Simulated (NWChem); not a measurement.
# pyrrole (C₄H₅N); SMILES c1cc[nH]c1

Results from NWChem. Pople sets run with spherical d functions. The geometry was optimised at PBE0/def2-SVP.

Problem. Taking B3LYP/def2-TZVP as the yardstick, which of these has the fewest basis functions while keeping “highest occupied level (eV)” within 0.05 eV of it: B3LYP/STO-3G; B3LYP/6-31G*; B3LYP/3-21G; B3LYP/6-31+G*; B3LYP/def2-SVPD; B3LYP/def2-SVP?

Solution. B3LYP/6-31+G* (a larger set in the list lies outside the tolerance).
```tsv
level	basis functions	highest occupied level (eV)
B3LYP/STO-3G	30	-3.89
B3LYP/3-21G	55	-5.55
B3LYP/6-31G*	80	-5.47
B3LYP/def2-SVP	95	-5.75
B3LYP/6-31+G*	100	-5.85
B3LYP/def2-SVPD	140	-5.94
B3LYP/def2-TZVP	185	-5.88
```

The yardstick is one finite set, not the basis-set limit.
